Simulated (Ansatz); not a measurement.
in.yaml

```yaml
crystal:
  periodic: [false, false, false]
  atoms:
    - {symbol: Si, position_ang: [0.000000, 0.000000, 0.000000]}
    - {symbol: F, position_ang: [0.000000, 0.000000, 2.926000]}
basis:
  gaussian: {orbitals: 6-31G}
total_charge: 1
magnetization: {spin_polarized: false, initial_magnetization: 2}
correlation: {method: fic_mrcisd_q, electrons: outside_noble_gas, active_space: {window: {electrons: 4, orbitals: 4}}}
```

```sh
$ ansatz run in.yaml --threads 1 --pin off --events-out ev --progress --plain --max-ram 2393MiB
```

The program prints:

```
217 factors; integrals over basis functions are off by at most 3.4e-4 eV
mean field evaluation 1: about -10533.6998 eV, gradient 7.6e1 eV
mean field evaluation 2: about -10533.7123 eV, gradient 7.6e1 eV
mean field evaluation 4: about -10536.8639 eV, gradient 6.5e1 eV
mean field evaluation 8: about -10555.3675 eV, gradient 2.1e0 eV
mean field evaluation 16: about -10555.3820 eV, gradient 2.0e-5 eV
mean field evaluation 32: about -10555.6128 eV, gradient 4.5e-2 eV
mean field evaluation 64: about -10553.2141 eV, gradient 1.4e1 eV
mean field evaluation 96: about -10555.6128 eV, gradient 1.6e-6 eV
mean field evaluation 128: about -10555.6128 eV, gradient 1.7e-5 eV
mean field evaluation 160: about -10555.6029 eV, gradient 4.3e-1 eV
mean field evaluation 192: about -10555.6128 eV, gradient 7.3e-2 eV
mean field evaluation 224: about -10555.3892 eV, gradient 1.8e-1 eV
mean field evaluation 256: about -10555.5903 eV, gradient 1.2e0 eV
mean field evaluation 288: about -10555.3956 eV, gradient 8.3e-2 eV
mean field evaluation 320: about -10555.3956 eV, gradient 2.1e-3 eV
mean field evaluation 352: about -10555.3935 eV, gradient 5.5e-2 eV
mean field -10555.61282338 eV, -387.9116164078 hartree, gradient 5.1e-6 eV, S^2 2.000000; 23 other end points of the search recorded, 0 dependent functions left out
reference -10555.61282338 eV, -387.9116164078 hartree; 12, 10 occupied and 10, 12 virtual orbitals, 217 factors
state -10556.00557563 eV, -387.9260497870 hartree
contracted CI cycle   1: correlation 0.00000000 eV, 0.0000000000 hartree, residual 1.70e1 eV
contracted CI cycle   2: correlation -2.58050899 eV, -0.0948319564 hartree, residual 2.44e0 eV
contracted CI cycle   3: correlation -2.69864568 eV, -0.0991733995 hartree, residual 8.39e-1 eV
contracted CI cycle   4: correlation -2.71236595 eV, -0.0996776101 hartree, residual 3.09e-1 eV
contracted CI cycle   5: correlation -2.71388207 eV, -0.0997333264 hartree, residual 1.03e-1 eV
contracted CI cycle   6: correlation -2.71407032 eV, -0.0997402445 hartree, residual 3.18e-2 eV
contracted CI cycle   7: correlation -2.71409915 eV, -0.0997413041 hartree, residual 2.25e-2 eV
contracted CI cycle   8: correlation -2.71412963 eV, -0.0997424243 hartree, residual 2.61e-2 eV
contracted CI cycle   9: correlation -2.71414629 eV, -0.0997430365 hartree, residual 1.13e-2 eV
contracted CI cycle  10: correlation -2.71414847 eV, -0.0997431164 hartree, residual 3.42e-3 eV
contracted CI cycle  11: correlation -2.71414869 eV, -0.0997431247 hartree, residual 1.11e-3 eV
state -10556.00557563 eV, -387.9260497870 hartree; corrected -10558.82309100 eV, -388.0295915670 hartree
Total energy: -10558.82309100 eV, -388.0295915670 hartree
```

Ran on 1 thread of Arm Neoverse V2, shared host: 1.5 s wall, 0.13 GiB peak host memory.
